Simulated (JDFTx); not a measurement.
System: benzene, C6H6 (SMILES c1ccccc1), charge 0, multiplicity 1; geometry: optimised with GFN2-xTB in vacuum (no frequencies checked; largest PBE force component 0.5 eV/Å).

All numbers are PBE, GBRV ultrasoft potentials, plane waves to 20/100 Ha results from a modified build of JDFTx, not measurements. Liquid: CANDLE, water, 2 M NaCl. The liquid run sits in a periodic box with 3.75 Å from the outermost atoms to the faces; the vacuum run is isolated. The box matters at about 0.01 eV. ΔG_solv is the difference of the two single-point energies, liquid minus vacuum; no corrections are added.

Estimate the solvation energy and its parts.

solvation energy: -0.8 kcal/mol
part: cavitation term of the fluid: 13.0 kcal/mol
part: dispersion term of the fluid: -10.9 kcal/mol
part: electrostatic term of the fluid: -3.8 kcal/mol
part: distortion of the solute's electrons: 0.9 kcal/mol
highest occupied level in vacuum (zero: vacuum level): -6.37 eV
highest occupied level in the liquid (zero: bulk electrolyte): -6.29 eV
